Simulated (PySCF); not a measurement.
# Fluorine Oxoborane (BOF): NMR shifts in gas and solvents

Aim: compute the NMR shifts of Fluorine Oxoborane (BOF) (`O=BF`), and see what a dielectric continuum does where one was used.

Programs: PySCF 2.14.0, with density-fitted response routines of our own. Each step states its level of theory. These are calculated values for one molecule, in the gas phase or a continuum, unless marked as measured. Atoms count from 0, in the outputs and in this text.

### Step 1. The starting structure

3 atoms, charge 0, multiplicity 1; geometry from: GFN2-xTB. The atoms were then displaced at random by about 0.01 Å, so the start is not that level's minimum.

Bonds of the start (Å): O0–B1 1.16, B1–F2 1.27.

### Step 2. Relaxing the molecule at PBE0-D3(BJ)/def2-TZVP

Job settings and geometry (Å):

```
{"job": {"xc": "PBE0", "basis": "def2-TZVP", "d3": "d3bj", "grid": 2, "shake": 0.01, "kind": "geom"}, "charge": 0, "multiplicity": 1}
O     -1.159660     0.334610    -0.002020
B     -0.032390     0.072760    -0.006390
F      1.198060    -0.230420    -0.010770
```

The run is started by

```console
> OMP_NUM_THREADS=1 python probes_run.py task.json out
```

This one command runs all jobs of the session in turn.

Log:

```text
step   0  E = -199.87532675  max force = 0.096486
step   1  E = -199.87995487  max force = 0.002218
step   2  E = -199.87996126  max force = 0.000582
step   3  E = -199.87996170  max force = 0.000167
optimisation converged
```

Run time: 6 s. Hardware: 1 thread of Arm Neoverse V1, shared host; peak memory 0.35 GiB.

Step by step:

```tsv
step	energy from step 0 (eV)	largest force component (eV/Å)
0	0.0000	4.9615
1	-0.1259	0.1141
2	-0.1261	0.0299
3	-0.1261	0.0086
```

Distances of close pairs at the start and the end, largest changes first:

```tsv
bond	before (Å)	after (Å)	change (Å)
O0–B1	1.157	1.206	+0.049
B1–F2	1.267	1.282	+0.015
```

The final coordinates are the input of the step that follows.

```tsv
at the end point	value
point group (found at 0.08 Å tolerance)	Cinfv
rotational constants (GHz, main isotopes)	9.373, 9.373
dipole moment (D)	2.15
```

### Step 3. NMR shieldings: PBE0/pcSseg-2

Job settings and geometry (Å):

```
{"job": {"kind": "nmr", "xc": "PBE0", "basis": "pcSseg-2"}, "charge": 0, "multiplicity": 1}
O     -1.223545     0.338043     0.006708
B     -0.049034     0.065065    -0.001981
F      1.199338    -0.226019    -0.011112
```

Level: GIAO PBE0/pcSseg-2 NMR shielding, non-relativistic, gas phase.

Log:

```text
coarse grid: 3264 points
cycle   1  E = -199.7290823518  dE =  4.097e-01  |g| = 8.911e-01  |ddm| = 1.332e+00
cycle   2  E = -199.1123341103  dE =  6.167e-01  |g| = 1.953e+00  |ddm| = 1.132e+00
cycle   3  E = -199.8700751497  dE = -7.577e-01  |g| = 2.334e-01  |ddm| = 8.486e-01
cycle   4  E = -199.8781112484  dE = -8.036e-03  |g| = 8.798e-02  |ddm| = 1.034e-01
cycle   5  E = -199.8791407617  dE = -1.030e-03  |g| = 1.024e-02  |ddm| = 2.746e-02
cycle   6  E = -199.8791615788  dE = -2.082e-05  |g| = 2.542e-03  |ddm| = 6.672e-03
cycle   7  E = -199.8791627312  dE = -1.152e-06  |g| = 3.175e-04  |ddm| = 1.018e-03
final grid: 34024 points
cycle   8  E = -199.8788692010  dE = -5.575e-05  |g| = 9.405e-03  |ddm| = 2.712e-02
cycle   9  E = -199.8788178788  dE =  5.132e-05  |g| = 1.926e-02  |ddm| = 1.034e-02
cycle  10  E = -199.8788846273  dE = -6.675e-05  |g| = 5.720e-04  |ddm| = 7.170e-03
cycle  11  E = -199.8788846520  dE = -2.476e-08  |g| = 4.408e-04  |ddm| = 3.023e-04
cycle  12  E = -199.8788846782  dE = -2.617e-08  |g| = 4.038e-05  |ddm| = 1.373e-04
cycle  13  E = -199.8788846785  dE = -2.459e-10  |g| = 7.924e-06  |ddm| = 2.216e-05
converged SCF energy = -199.8788846785

GIAO shielding tensors (ppm)
atom      isotropic    diamagn.    paramagn.     s11        s22        s33       span
  0 O      194.195     387.319    -193.125     85.233     85.233    412.118    326.885
  1 B       93.412     208.223    -114.811     28.804     28.805    222.627    193.823
  2 F      386.721     463.807     -77.086    337.299    337.300    485.564    148.265
```

Wall time 3.7 s (1 thread of Arm Neoverse V1, shared host); peak memory 0.36 GiB.

Shifts follow as δ = σ(reference) − σ, with reference shieldings (ppm) from runs at the same level and on the same kind of geometry: ¹⁹F CFCl3 174.3, ¹⁷O H2O 329.5, ¹¹B BF3·OEt2 98.7. The references are single molecules in the gas phase, so shifts against H2O, NH3, PH3, H3PO4 or CFCl3 are not on the usual liquid scales and can be off by tens of ppm.

```tsv
atoms	environment	σ (ppm)	δ (ppm)
O0	oxygen bonded to B	194.2	135.3
B1	boron bonded to F, O	93.4	5.3
F2	fluorine bonded to B	386.7	-212.4
```

Charges from the same density, by scheme (e):

```tsv
atoms	Mulliken	IAO	Hirshfeld	ESP fit
O0	-0.35	-0.49	-0.35	-0.57
B1	0.61	0.75	0.42	0.75
F2	-0.26	-0.27	-0.08	-0.18
```

Mayer bond orders: O0–B1 2.29, B1–F2 1.13.

Orbitals, density, ELF and potential are computed afterwards from the orbital file.

Frontier orbitals at PBE0/pcSseg-2, with the share of their density that lies nearest to each atom:

```tsv
orbital	energy (eV)	lies on
HOMO	-10.33	O0 77 %; B1 17 %
LUMO	-0.50	B1 46 %; F2 35 %; O0 19 %
```

ELF in a plane through or near 3 of the atoms.

Ten even steps from ' ' (0.00) to '@' (0.91):
```
                                                        
                                                        
                                                        
                ..........                              
              ....::::::::..                            
          ..::--==========--..  ..::----....            
        ..--++**##########++::::==++****==--..          
        ::++##%%@@%%%%%%%%==::==##%%%%%%##++::          
        --**%%@@@@##%%@@**....++%%%%%%@@%%##--          
        --##@@@@@@==::%%--@@##--%%::++%%%%##==..        
        --##@@@@%%++..%%--@@%%--%%==++%%%%##==..        
        --**%%@@@@####@@**..  ++%%%%%%@@%%##--          
        ::++##%%@@@@%%%%%%==::==##%%@@%%**++::          
        ..--++**##########++::::==++****==--..          
          ..::--==========--..  ..::----::..            
              ....::::::::..                            
                ..........                              
                                                        
                                                        
                                                        
```
The map spans 7.7 Å across and 5.2 Å up, centred on the molecule. Atoms in the plane (x, y in Å): O0 (-1.2, 0.0), B1 (0.0, 0.0), F2 (1.3, 0.0).

On the surface of density 0.002 e/bohr³ the electrostatic potential runs, from the 1st to the 99th percentile, from -1.56 V near O0 to 2.13 V near B1.

### Step 4. Nuclear shieldings: KT3/pcSseg-2

Job settings and geometry (Å):

```
{"job": {"kind": "nmr", "xc": "KT3", "basis": "pcSseg-2", "pop": false}, "charge": 0, "multiplicity": 1}
O     -1.223545     0.338043     0.006708
B     -0.049034     0.065065    -0.001981
F      1.199338    -0.226019    -0.011112
```

Level: GIAO KT3/pcSseg-2 NMR shielding, non-relativistic, gas phase.

Log:

```text
coarse grid: 3264 points
cycle   1  E = -202.4536897160  dE =  4.818e-01  |g| = 1.101e+00  |ddm| = 1.392e+00
cycle   2  E = -200.7142340408  dE =  1.739e+00  |g| = 2.873e+00  |ddm| = 1.746e+00
cycle   3  E = -202.6064455459  dE = -1.892e+00  |g| = 6.117e-01  |ddm| = 1.537e+00
cycle   4  E = -202.6690150525  dE = -6.257e-02  |g| = 2.088e-01  |ddm| = 2.852e-01
cycle   5  E = -202.6751167525  dE = -6.102e-03  |g| = 3.628e-02  |ddm| = 8.230e-02
cycle   6  E = -202.6753967769  dE = -2.800e-04  |g| = 1.022e-02  |ddm| = 3.040e-02
cycle   7  E = -202.6754182561  dE = -2.148e-05  |g| = 1.178e-03  |ddm| = 4.699e-03
cycle   8  E = -202.6754184714  dE = -2.153e-07  |g| = 1.771e-04  |ddm| = 4.587e-04
final grid: 34024 points
cycle   9  E = -202.6842323658  dE = -2.237e-04  |g| = 2.975e-02  |ddm| = 8.267e-02
cycle  10  E = -202.6834208900  dE =  8.115e-04  |g| = 7.270e-02  |ddm| = 3.465e-02
cycle  11  E = -202.6843519900  dE = -9.311e-04  |g| = 9.909e-03  |ddm| = 2.824e-02
cycle  12  E = -202.6843701574  dE = -1.817e-05  |g| = 1.460e-03  |ddm| = 4.134e-03
cycle  13  E = -202.6843705039  dE = -3.465e-07  |g| = 1.782e-04  |ddm| = 5.972e-04
cycle  14  E = -202.6843705100  dE = -6.166e-09  |g| = 5.203e-05  |ddm| = 1.367e-04
cycle  15  E = -202.6843705106  dE = -5.715e-10  |g| = 9.842e-07  |ddm| = 2.526e-05
converged SCF energy = -202.6843705106

GIAO shielding tensors (ppm)
atom      isotropic    diamagn.    paramagn.     s11        s22        s33       span
  0 O      207.634     388.558    -180.924    104.714    104.715    413.474    308.760
  1 B       97.119     207.253    -110.134     33.843     33.843    223.670    189.827
  2 F      381.186     465.378     -84.192    328.260    328.260    487.039    158.779
```

Wall time 3.2 s (1 thread of Arm Neoverse V1, shared host); peak memory 0.36 GiB.

In short: δ O0 117.7, B1 1.1, F2 -235.7 ppm.

### Step 5. Nuclear shieldings: wB97X-D/pcSseg-2

Job settings and geometry (Å):

```
{"job": {"kind": "nmr", "xc": "wB97X-D", "basis": "pcSseg-2", "pop": false}, "charge": 0, "multiplicity": 1}
O     -1.223545     0.338043     0.006708
B     -0.049034     0.065065    -0.001981
F      1.199338    -0.226019    -0.011112
```

Level: GIAO wB97X-D/pcSseg-2 NMR shielding, non-relativistic, gas phase.

Log:

```text
coarse grid: 3264 points
cycle   1  E = -199.8634220414  dE =  3.974e-01  |g| = 9.294e-01  |ddm| = 1.290e+00
cycle   2  E = -199.6461151472  dE =  2.173e-01  |g| = 1.466e+00  |ddm| = 9.508e-01
cycle   3  E = -200.0293854549  dE = -3.833e-01  |g| = 1.289e-01  |ddm| = 5.815e-01
cycle   4  E = -200.0316216295  dE = -2.236e-03  |g| = 5.774e-02  |ddm| = 5.716e-02
cycle   5  E = -200.0320979548  dE = -4.763e-04  |g| = 7.792e-03  |ddm| = 2.135e-02
cycle   6  E = -200.0321164705  dE = -1.852e-05  |g| = 1.576e-03  |ddm| = 5.658e-03
cycle   7  E = -200.0321176681  dE = -1.198e-06  |g| = 3.468e-04  |ddm| = 1.910e-03
final grid: 34024 points
cycle   8  E = -200.0292421107  dE = -8.095e-05  |g| = 7.513e-03  |ddm| = 3.501e-02
cycle   9  E = -200.0292402662  dE =  1.844e-06  |g| = 8.692e-03  |ddm| = 4.728e-03
cycle  10  E = -200.0292498777  dE = -9.611e-06  |g| = 6.083e-04  |ddm| = 2.513e-03
cycle  11  E = -200.0292499012  dE = -2.351e-08  |g| = 5.113e-04  |ddm| = 4.314e-04
cycle  12  E = -200.0292499476  dE = -4.634e-08  |g| = 8.286e-05  |ddm| = 2.073e-04
cycle  13  E = -200.0292499491  dE = -1.560e-09  |g| = 1.035e-05  |ddm| = 5.979e-05
cycle  14  E = -200.0292499492  dE = -8.268e-11  |g| = 2.075e-06  |ddm| = 1.788e-05
converged SCF energy = -200.0292499492

GIAO shielding tensors (ppm)
atom      isotropic    diamagn.    paramagn.     s11        s22        s33       span
  0 O      198.382     386.020    -187.637     91.300     91.448    412.399    321.099
  1 B       93.453     208.548    -115.095     28.963     28.987    222.408    193.444
  2 F      390.516     461.962     -71.447    342.853    342.873    485.822    142.969
```

It took 2.5 s on 1 thread of Arm Neoverse V1, shared host; peak memory 0.37 GiB.

This run: δ O0 129.9, B1 6.1, F2 -205.6 ppm.

### Step 6. Nuclear shieldings: B97-2/pcSseg-2

Job settings and geometry (Å):

```
{"job": {"kind": "nmr", "xc": "B97-2", "basis": "pcSseg-2", "pop": false}, "charge": 0, "multiplicity": 1}
O     -1.223545     0.338043     0.006708
B     -0.049034     0.065065    -0.001981
F      1.199338    -0.226019    -0.011112
```

Method: GIAO B97-2/pcSseg-2 NMR shielding, non-relativistic, gas phase.

Log:

```text
coarse grid: 3264 points
cycle   1  E = -199.8585855153  dE =  4.204e-01  |g| = 9.389e-01  |ddm| = 1.323e+00
cycle   2  E = -199.1369047440  dE =  7.217e-01  |g| = 2.075e+00  |ddm| = 1.200e+00
cycle   3  E = -200.0102435977  dE = -8.733e-01  |g| = 2.775e-01  |ddm| = 9.210e-01
cycle   4  E = -200.0220283153  dE = -1.178e-02  |g| = 1.008e-01  |ddm| = 1.239e-01
cycle   5  E = -200.0233815163  dE = -1.353e-03  |g| = 1.256e-02  |ddm| = 3.347e-02
cycle   6  E = -200.0234125262  dE = -3.101e-05  |g| = 3.372e-03  |ddm| = 8.232e-03
cycle   7  E = -200.0234145464  dE = -2.020e-06  |g| = 3.459e-04  |ddm| = 1.350e-03
final grid: 34024 points
cycle   8  E = -200.0235320930  dE = -7.704e-05  |g| = 1.046e-02  |ddm| = 3.115e-02
cycle   9  E = -200.0234740252  dE =  5.807e-05  |g| = 2.075e-02  |ddm| = 1.071e-02
cycle  10  E = -200.0235492791  dE = -7.525e-05  |g| = 1.522e-03  |ddm| = 7.634e-03
cycle  11  E = -200.0235496148  dE = -3.357e-07  |g| = 5.620e-04  |ddm| = 6.871e-04
cycle  12  E = -200.0235496611  dE = -4.635e-08  |g| = 2.734e-05  |ddm| = 1.984e-04
cycle  13  E = -200.0235496613  dE = -1.339e-10  |g| = 6.063e-06  |ddm| = 1.374e-05
converged SCF energy = -200.0235496613

GIAO shielding tensors (ppm)
atom      isotropic    diamagn.    paramagn.     s11        s22        s33       span
  0 O      199.997     387.700    -187.703     93.787     93.794    412.409    318.622
  1 B       94.713     208.266    -113.553     30.826     30.827    222.486    191.660
  2 F      388.352     464.504     -76.152    339.586    339.587    485.883    146.297
```

It took 2 s on 1 thread of Arm Neoverse V1, shared host; peak memory 0.37 GiB.

In short: δ O0 127.7, B1 5.1, F2 -212.4 ppm.

### Step 7. Nuclear shieldings: WP04/pcSseg-2 in chloroform

Job settings and geometry (Å):

```
{"job": {"kind": "nmr", "xc": "WP04", "basis": "pcSseg-2", "pop": false, "solvent": "chloroform"}, "charge": 0, "multiplicity": 1}
O     -1.223545     0.338043     0.006708
B     -0.049034     0.065065    -0.001981
F      1.199338    -0.226019    -0.011112
```

Level: GIAO WP04/pcSseg-2 NMR shielding, non-relativistic, IEF-PCM chloroform.

Log:

```text
coarse grid: 3264 points
cycle   1  E = -203.5389203116  dE =  4.945e-01  |g| = 1.320e+00  |ddm| = 1.344e+00
cycle   2  E = -202.3056854305  dE =  1.233e+00  |g| = 2.689e+00  |ddm| = 1.519e+00
cycle   3  E = -203.7845812753  dE = -1.479e+00  |g| = 4.805e-01  |ddm| = 1.234e+00
cycle   4  E = -203.8219348428  dE = -3.735e-02  |g| = 1.783e-01  |ddm| = 2.098e-01
cycle   5  E = -203.8262048617  dE = -4.270e-03  |g| = 2.113e-02  |ddm| = 6.820e-02
cycle   6  E = -203.8262904619  dE = -8.560e-05  |g| = 5.262e-03  |ddm| = 1.437e-02
cycle   7  E = -203.8262951292  dE = -4.667e-06  |g| = 5.217e-04  |ddm| = 1.881e-03
final grid: 34024 points
cycle   8  E = -203.8251723006  dE = -1.134e-04  |g| = 7.964e-03  |ddm| = 3.501e-02
cycle   9  E = -203.8251295473  dE =  4.275e-05  |g| = 1.738e-02  |ddm| = 8.997e-03
cycle  10  E = -203.8251830801  dE = -5.353e-05  |g| = 7.747e-04  |ddm| = 6.450e-03
cycle  11  E = -203.8251831096  dE = -2.946e-08  |g| = 6.806e-04  |ddm| = 4.325e-04
cycle  12  E = -203.8251831721  dE = -6.257e-08  |g| = 5.063e-05  |ddm| = 2.105e-04
cycle  13  E = -203.8251831725  dE = -3.117e-10  |g| = 7.923e-06  |ddm| = 2.003e-05
converged SCF energy = -203.8251831725

GIAO shielding tensors (ppm)
atom      isotropic    diamagn.    paramagn.     s11        s22        s33       span
  0 O      203.628     389.936    -186.307     97.856     97.857    415.172    317.316
  1 B       89.200     205.980    -116.780     22.812     22.813    221.976    199.164
  2 F      383.572     465.261     -81.689    331.153    331.154    488.410    157.256
```

Run time: 2 s. Hardware: 1 thread of Arm Neoverse V1, shared host; peak memory 0.37 GiB.

Key values: δ O0 119.8, B1 5.0, F2 -204.6 ppm.

### Step 8. Nuclear shieldings: wB97X-D/pcSseg-2 in chloroform

Job settings and geometry (Å):

```
{"job": {"kind": "nmr", "xc": "wB97X-D", "basis": "pcSseg-2", "pop": false, "solvent": "chloroform"}, "charge": 0, "multiplicity": 1}
O     -1.223545     0.338043     0.006708
B     -0.049034     0.065065    -0.001981
F      1.199338    -0.226019    -0.011112
```

Method: GIAO wB97X-D/pcSseg-2 NMR shielding, non-relativistic, IEF-PCM chloroform.

Log:

```text
coarse grid: 3264 points
cycle   1  E = -199.8783908997  dE =  3.825e-01  |g| = 9.106e-01  |ddm| = 1.290e+00
cycle   2  E = -199.7254471970  dE =  1.529e-01  |g| = 1.334e+00  |ddm| = 8.325e-01
cycle   3  E = -200.0348891521  dE = -3.094e-01  |g| = 1.034e-01  |ddm| = 4.949e-01
cycle   4  E = -200.0362941867  dE = -1.405e-03  |g| = 5.136e-02  |ddm| = 4.776e-02
cycle   5  E = -200.0366759482  dE = -3.818e-04  |g| = 6.735e-03  |ddm| = 1.949e-02
cycle   6  E = -200.0366894138  dE = -1.347e-05  |g| = 1.543e-03  |ddm| = 4.601e-03
cycle   7  E = -200.0366904518  dE = -1.038e-06  |g| = 2.866e-04  |ddm| = 1.702e-03
final grid: 34024 points
cycle   8  E = -200.0338122358  dE = -8.051e-05  |g| = 7.518e-03  |ddm| = 3.493e-02
cycle   9  E = -200.0338107290  dE =  1.507e-06  |g| = 8.609e-03  |ddm| = 4.751e-03
cycle  10  E = -200.0338200365  dE = -9.307e-06  |g| = 4.577e-04  |ddm| = 2.428e-03
cycle  11  E = -200.0338200514  dE = -1.490e-08  |g| = 4.180e-04  |ddm| = 3.541e-04
cycle  12  E = -200.0338200814  dE = -3.003e-08  |g| = 8.101e-05  |ddm| = 1.717e-04
cycle  13  E = -200.0338200828  dE = -1.426e-09  |g| = 9.631e-06  |ddm| = 5.101e-05
cycle  14  E = -200.0338200829  dE = -6.492e-11  |g| = 1.760e-06  |ddm| = 1.531e-05
converged SCF energy = -200.0338200829

GIAO shielding tensors (ppm)
atom      isotropic    diamagn.    paramagn.     s11        s22        s33       span
  0 O      209.751     387.956    -178.205    108.200    108.341    412.713    304.513
  1 B       93.392     207.610    -114.218     29.053     29.076    222.047    192.994
  2 F      386.720     462.025     -75.305    337.234    337.260    485.666    148.432
```

Wall time 2.6 s (1 thread of Arm Neoverse V1, shared host); peak memory 0.37 GiB.

In short: δ O0 125.4, B1 6.6, F2 -199.5 ppm.

### Step 9. Side by side: NMR shifts

Shifts (ppm), with basis size and wall time:

```tsv
run	O0	B1	F2	functions	time
PBE0/pcSseg-2	135.3	5.3	-212.4	108	3.7 s
KT3/pcSseg-2	117.7	1.1	-235.7	108	3.2 s
wB97X-D/pcSseg-2	129.9	6.1	-205.6	108	2.5 s
B97-2/pcSseg-2	127.7	5.1	-212.4	108	2 s
WP04/pcSseg-2 in chloroform	119.8	5.0	-204.6	108	2 s
wB97X-D/pcSseg-2 in chloroform	125.4	6.6	-199.5	108	2.6 s
```

### Step 10. What came out

| quantity | value |
| --- | --- |
| point group | Cinfv |
| rotational constants (main isotopes) | 9.37, 9.37 GHz |
| ¹⁷O shifts against H2O (PBE0/pcSseg-2) | 135.3 ppm |
| ¹¹B shifts against BF3·OEt2 (PBE0/pcSseg-2) | 5.3 ppm |
| ¹⁹F shifts against CFCl3 (PBE0/pcSseg-2) | -212.4 ppm |
| surface potential, 1st and 99th percentile | -1.56 V and 2.13 V |
| range of the shift of F2 (wB97X-D/pcSseg-2 runs) | -205.6 to -199.5 ppm |

Over 3 steps the energy fell by 0.126 eV; of the close pairs, O0–B1 changed most, 1.157 to 1.206 Å. At PBE0/pcSseg-2: Shielding is most anisotropic at O0 (span 327 ppm, paramagnetic term -193 ppm). At one level, wB97X-D/pcSseg-2: Across the 2 runs the shift of F2 moves most, between -205.6 (wB97X-D/pcSseg-2) and -199.5 ppm (wB97X-D/pcSseg-2 in chloroform). Part of that comes from the computed reference.
